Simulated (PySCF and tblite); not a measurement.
C4H7F, numbered as in [CH2:1]=[CH:2][CH2:3][CH2:4][F:5].

Conformers came from 90 starts (ETKDG and KDG, MMFF94s, GFN2-xTB); geometries are PBE0-D3(BJ)/def2-SVP. Weights use PBE0-D3(BJ)/def2-TZVP energies plus GFN2-xTB zero-point and thermal terms (modes under about 100 cm⁻¹ blended into free rotors). Symmetry numbers and mirror images are counted. Conformers within 4 kcal/mol (GFN2-xTB free energy) were kept, 7 at most. Couplings: B3LYP/pcSseg-1 with pcJ-1 on H, F (gas phase; spin-dipole term only for pairs with B, N, F, Si or P). Couplings are for ¹⁹F, ¹H; a prime marks the second kind of pair between the same two sets of atoms. Of two unlike H on one atom, a is the less shielded (PBE0/pcSseg-1). Codes: tblite and PySCF.

Torsions listed: C1–C2–C3–C4, C2–C3–C4–F5. Of a mirror pair one member is shown.

| conformer | shape | weight % |
| --- | --- | --- |
| 1 | -117°, -176° | 35.0 |
| 2 | 124°, 61° | 34.5 |
| 3 | 122°, -63° | 17.8 |
| 4 | -11°, 66° | 7.1 |
| 5 | 0°, 180° | 5.6 |

Question: Give the couplings in each conformer and the averages at 298.15 K (pairs that fast motion interchanges averaged).

Answer: 
```tsv
coupling	pairs	1	2	3	5	average (Hz)
⁵J(H1b,F5)	1	2.5	0.0	0.0	-0.3	0.9
³J(H3,F5)	2	7.6	28.5	28.9	9.0	19.5
²J(H4,F5)	2	54.1	54.2	54.3	54.0	54.2
²J(H1b,H1a)	1	2.0	2.1	1.9	0.9	2.0
³J(H1b,H2)	1	11.3	11.4	11.2	12.7	11.4
⁴J(H1b,H3)	2	-1.6	-1.8	-2.0	-3.3	-1.9
³J(H1a,H2)	1	17.6	18.0	17.4	19.2	17.8
⁴J(H1a,H3)	2	-1.8	-1.8	-1.9	-3.5	-1.9
³J(H2,H3)	2	8.6	8.1	8.1	4.8	8.1
²J(H3,H3)	1	-13.6	-16.1	-16.1	-21.8	-15.5
³J(H3,H4)	2	5.8	8.0	8.1	5.2	7.0
³J(H3,H4′)	2	13.6	3.5	3.1	13.1	7.8
²J(H4,H4)	1	-10.3	-10.0	-10.8	-10.0	-10.2
```

Computed couplings to fluorine can be off by tens of per cent at such levels.
